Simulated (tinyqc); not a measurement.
Inside a calculation. Method: extended Hueckel theory, for H3O+. The parameters take no account of the charge, which enters only through the electron count. One step of it, computed by the program tinyqc.

Problem. Mulliken analysis. P = C n C^T; charge = valence electrons (H 1, O 6) minus the sum of (P S)_ii on the atom; overlap population = 2 sum P_ij S_ij between two atoms.

coefficients:
```
              MO1        MO2        MO3        MO4        MO5        MO6        MO7
1O 2s    0.760061   0.000000  -0.000020   0.114538   0.000000   0.000204   1.156745
1O 2px  -0.000007   0.000000   0.690199   0.000016   0.000000  -0.951478   0.000290
1O 2py   0.000000   0.690173   0.000000   0.000000   0.951482   0.000000   0.000000
1O 2pz   0.017465   0.000000  -0.000015   0.980974   0.000000  -0.000050  -0.303213
2H 1s    0.151866   0.000000   0.410028  -0.045420   0.000000   0.997893  -0.664584
3H 1s    0.151843   0.355116  -0.205031  -0.045429  -0.864269  -0.499173  -0.664138
4H 1s    0.151843  -0.355116  -0.205031  -0.045429   0.864269  -0.499173  -0.664138
```

occupations: 2.000000  2.000000  2.000000  2.000000  0.000000  0.000000  0.000000

overlap S, lower triangle:
```
           1O 2s     1O 2px     1O 2py     1O 2pz     2H 1s     3H 1s     4H 1s
1O 2s   1.000000
1O 2px  0.000000   1.000000
1O 2py  0.000000   0.000000   1.000000
1O 2pz  0.000000   0.000000   0.000000   1.000000
2H 1s   0.470453   0.381742   0.000000  -0.114016  1.000000
3H 1s   0.470390  -0.190835   0.330584  -0.113995  0.208790  1.000000
4H 1s   0.470390  -0.190835  -0.330584  -0.113995  0.208790  0.208735  1.000000
```

Give: charges; Overlap populations.

Solution.

charges: 1O -0.0002, 2H 0.3334, 3H 0.3334, 4H 0.3334

Overlap populations:
```
pair      value
2-1    0.658652
3-1    0.658594
3-2   -0.049229
4-1    0.658594
4-2   -0.049229
4-3   -0.049219
```
